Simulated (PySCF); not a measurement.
1-chloro-2-methylbutane, C₅H₁₁Cl.
SMILES: `CC[C@H](C)CCl`

Vertical excitations from PySCF (density fitting, frozen core in the response, grid level 2 and gas phase unless stated; continuum runs use non-equilibrium linear response for the excitations) on a GFN2-xTB geometry. Reference run:

```json
{"settings": "PBE0/def2-SVPD, full TDDFT, 6 singlets", "S1, eV (f)": "7.32 (0.002)", "S2, eV (f)": "7.37 (0.004)", "S3, eV (f)": "8.03 (0.016)", "S4, eV (f)": "8.10 (0.020)", "S5, eV (f)": "8.47 (0.001)", "S6, eV (f)": "8.54 (0.020)", "T1, eV (Tamm–Dancoff)": "6.67", "mean α (au)": "76.0"}
```

What do these settings give: OPBE/def2-SVPD, TDA, 1 singlet?

| settings | S1, eV (f) | S2, eV (f) | S3, eV (f) | S4, eV (f) | S5, eV (f) | S6, eV (f) | T1, eV (Tamm–Dancoff) | mean α (au) |
| --- | --- | --- | --- | --- | --- | --- | --- | --- |
| OPBE/def2-SVPD, TDA, 1 singlet | 6.79 (0.001) | – | – | – | – | – | 6.34 | 76.8 |

S1 moves by -0.53 eV; functional and response scheme change together, so the shift can't be laid on one. States are counted by energy in each run and needn't keep their character from row to row.

Which orbital pairs make up S1 in each run, and how does it sit against the orbital gap?

```json
{"settings": "PBE0/def2-SVPD, full TDDFT, 6 singlets", "S1 configurations (weight)": "H→L 0.75, H→L+1 0.15", "S1 (eV)": "7.32", "orbital gap (eV)": "8.73", "S1 − gap (eV)": "-1.41"}
{"settings": "OPBE/def2-SVPD, TDA, 1 singlet", "S1 configurations (weight)": "H→L 0.93", "S1 (eV)": "6.79", "orbital gap (eV)": "6.60", "S1 − gap (eV)": "+0.19"}
```

Conformer computed: `[CH3:1][CH2:2][C@H:3]([CH3:4])[CH2:5][Cl:6]`: C1–C2–C3–C4 -166°, C2–C3–C5–Cl6 -172°.

One conformer stands for the species.
